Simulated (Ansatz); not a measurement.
Coupled-cluster diagnostics for the cluster B2H3, Ansatz.

Geometry of the doublet (B3LYP-D4/def2-TZVP):

```xyz
5

B     0.224   -0.256    0.512
B    -0.345    0.394   -0.788
H    -0.774    0.884   -1.768
H     0.015   -1.405    0.765
H     0.880    0.383    1.280
```

Correlated methods freeze 2 core orbitals. The structure comes from a short search, and lower isomers may exist.

Geometry of the charge 0 quartet (B3LYP-D4/def2-TZVP):

| atom | x (Å) | y (Å) | z (Å) |
| --- | --- | --- | --- |
| B1 | -0.408 | 0.181 | -0.319 |
| B2 | 1.094 | -0.037 | 0.374 |
| H3 | 0.767 | -0.888 | 1.184 |
| H4 | 0.028 | 1.021 | -1.079 |
| H5 | -1.481 | -0.277 | -0.160 |

(1) Estimate the CCSD(T) correlation energy, the shares of MP2 and (T), T1 and the reference's ⟨S²⟩ for: charge 0, doublet, own geometry in def2-TZVPP; charge 0, doublet, own geometry in def2-TZVPD; charge 0, quartet, own geometry in def2-TZVPP; charge 1, singlet, vertical in def2-TZVPP; charge -1, singlet, vertical in def2-TZVPD; and the rough time on 4 threads of Arm Neoverse V2 on a shared host.

Results:

(1) 
| state | basis | correlation (eV) | MP2 share (%) | (T) share (%) | T1 | ⟨S²⟩ (pure) | wall time | remarks |
| --- | --- | --- | --- | --- | --- | --- | --- | --- |
| charge 0, doublet, own geometry | def2-TZVPP | -5.955 | 82.1 | 3.1 | 0.019 | 0.76 (0.75) | 2.1 s | – |
| charge 0, doublet, own geometry | def2-TZVPD | -5.827 | 81.1 | 3.1 | 0.019 | 0.76 (0.75) | 2 s | – |
| charge 0, quartet, own geometry | def2-TZVPP | -5.587 | 81.1 | 3.5 | 0.022 | 3.76 (3.75) | 2.1 s | – |
| charge 1, singlet, vertical | def2-TZVPP | -5.270 | 80.9 | 2.4 | 0.013 | 0.00 (0.00) | 0.65 s | – |
| charge -1, singlet, vertical | def2-TZVPD | -7.149 | 83.7 | 4.4 | 0.022 | 0.00 (0.00) | 0.9 s | large T1 |
Customary marks for T1 are 0.02 (closed shells), 0.045 (open shells) and about 0.05 (3d metals). T1 exceeds 0.02 in 2 of 5 rows and 0.045 in 0; the higher it lies, the less the single-reference result can be trusted.
